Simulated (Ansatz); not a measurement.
A nudged elastic band was laid between two geometries of H$_{7}$SSi$_{2}$ (10 atoms, charge 1, multiplicity 1).

All numbers below come from RKS r2SCAN-D4/6-31G* in Ansatz.

- movable images: 7
- climbing image: yes
- spring: 5.0 eV/Å²
- optimiser: quadratic models (default)
- start path: through a guess of the saddle point
- force threshold: 0.05 eV/Å
- iteration limit: 38
- end points: relaxed

First end point:

```xyz
10
Properties=species:S:1:pos:R:3
Si -1.429 0.996 -0.563
S -0.420 -1.027 -0.375
Si 1.416 -0.707 0.918
H -2.438 0.740 -1.605
H -0.358 1.942 -0.937
H -1.948 1.162 0.808
H 0.165 -1.108 -1.591
H 2.104 0.469 0.350
H 0.781 -0.477 2.229
H 2.126 -1.990 0.765
```

Last end point:

```xyz
10
Properties=species:S:1:pos:R:3
Si -1.366 1.019 -0.660
S -0.103 -0.860 -0.793
Si 1.202 -0.875 1.063
H -2.278 0.650 0.438
H -1.971 1.081 -2.002
H -0.423 2.109 -0.340
H 0.809 -0.465 -1.711
H 1.782 0.480 1.153
H 0.190 -1.183 2.091
H 2.159 -1.954 0.761
```

Task: Which bonds break or form, and what moves?

Result: No bond is made or broken. The dihedral H5–Si1–S2–Si3 goes from 49 to 169°. The two ends are copies of one structure, up to a mirror image or an exchange of like atoms.

Task: Give the energies along the band, and the barrier.

Result: The forces met the threshold. The highest image is number 4 of 0 to 8, 0.036 eV above the ends, which have the same energy within 2 meV. A vibrational analysis at the climbing image gives one clearly imaginary mode, 94i cm⁻¹: a first-order saddle point. Limits of this set-up: the dipole of an ion depends on the origin.

| image | path coordinate (Å) | energy (eV) | dihedral H5–Si1–S2–Si3 (°) |
| --- | --- | --- | --- |
| 0 | 0.00 | 0.000 | 49 |
| 1 | 0.54 | 0.004 | 63 |
| 2 | 1.08 | 0.015 | 77 |
| 3 | 1.62 | 0.029 | 92 |
| 4 | 2.17 | 0.036 | 107 |
| 5 | 2.72 | 0.032 | 123 |
| 6 | 3.28 | 0.018 | 139 |
| 7 | 3.84 | 0.005 | 155 |
| 8 | 4.39 | 0.000 | 169 |

Task: What is the geometry of the highest image?

Result: 
```xyz
10
Properties=species:S:1:pos:R:3:forces:R:3
Si -1.398 0.996 -0.634 -0.01 0.01 0.00
S -0.220 -0.957 -0.660 0.00 -0.01 -0.03
Si 1.279 -0.801 1.032 0.01 -0.01 0.02
H -2.792 0.528 -0.710 0.00 0.00 0.00
H -0.895 1.706 -1.824 0.00 0.00 0.00
H -1.018 1.604 0.656 0.00 0.00 0.00
H 0.595 -0.715 -1.712 -0.01 0.00 0.01
H 1.893 0.535 0.903 0.00 0.00 0.00
H 0.381 -0.957 2.191 0.00 0.00 0.00
H 2.176 -1.938 0.758 0.00 0.00 0.00
```

The run took 3.8 min on 1 thread of Arm Neoverse V2 (shared host), peak memory 0.13 GiB.
